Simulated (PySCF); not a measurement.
**Question.** Write Cartesian coordinates for `C(C[S-])C#CC` as optimised with GFN2-xTB. (Charge -1.)

**Answer.** 
```xyz
13
C5H7S angstrom
C      2.7244    0.4649    0.3161
C      1.3603   -0.0123    0.1617
C      0.2454   -0.4369    0.0233
C     -1.1325   -0.8463   -0.1216
C     -2.1097    0.3198    0.1117
S     -3.8198   -0.2191   -0.0727
H      2.7598    1.5514    0.2120
H      3.3710    0.0209   -0.4444
H      3.1120    0.1973    1.3014
H     -1.2987   -1.2435   -1.1283
H     -1.3627   -1.6418    0.5945
H     -1.9578    0.7237    1.1229
H     -1.8961    1.1224   -0.6086
```

Orientation and origin are arbitrary. Atoms count from 1 in this order. The C–C distances run from 1.201 Å (C2≡C3, drawn triple) to 1.539 Å (C4–C5, drawn single), a spread of 0.338 Å. The 6 heavy atoms lie in one plane (0.001 Å rms).

Bonds between heavy atoms (Å): C1–C2 1.453, C2≡C3 1.201, C3–C4 1.445, C4–C5 1.539, C5–S6 1.802.

Structure optimised with GFN2-xTB, isolated species.

No GFN2-xTB frequencies stand behind this structure, so it isn't proved a minimum. Torsions: C3–C4–C5–S6 180°.

One conformer stands for the species.

The numbers are calculated, not measured.
